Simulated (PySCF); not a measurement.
F₂: energy against distance

Set-up: basis F 3-21G; no relativity; PySCF 2.14. Energies in eV from F + F in their ground configurations at the same level. All curves are PBE0. state 1: ¹Σg⁺ (singlet), closed shell; state 2: ³Πu (triplet), unpaired electrons σ ↑, π ↑, a second solution, started from another occupation.

| R (Å) | state 1 | state 2 |
| --- | --- | --- |
| 1.240 | -0.541 | 5.3482 |
| 1.298 | -1.282 | 3.4365 |
| 1.355 | -1.698 | 2.0692 |
| 1.399 | -1.847 | 1.3240 |
| 1.442 | -1.888 | 0.7667 |
| 1.485 | -1.843 | 0.3626 |
| 1.543 | -1.684 | 0.0109 |
| 1.615 | -1.373 | -0.2088 |
| 1.702 | -0.904 | -0.2558 |
| 1.817 | -0.219 | -0.1071 |

Problem. Put a parabola through the three lowest points of the state 1 curve and estimate Re, k and ωe (reduced mass 9.499 u; 1 eV/Å² = 0.16022 mdyn/Å; ωe = 1302.8·√(k/μ) cm⁻¹).

Solution. Through R = 1.399, 1.442, 1.485 Å the second-order coefficient is 23.3 eV/Å², so Re ≈ 1.441 Å, k ≈ 7.45 mdyn/Å and ωe ≈ 1154 cm⁻¹. A polynomial fit of higher order to the unrounded PBE0 energies gives Re = 1.439 Å, k = 7.38 mdyn/Å, ωe = 1149 cm⁻¹; anharmonicity and rounding make the difference.

The higher-order fit for each curve: state 1: Re = 1.439 Å, ωe = 1149 cm⁻¹, De = 1.89 eV; state 2: Re = 1.680 Å, ωe = 786 cm⁻¹, minimum 0.261 eV below the ground-state fragments.

3-21G is very small, so such numbers show the basis as much as the molecule.
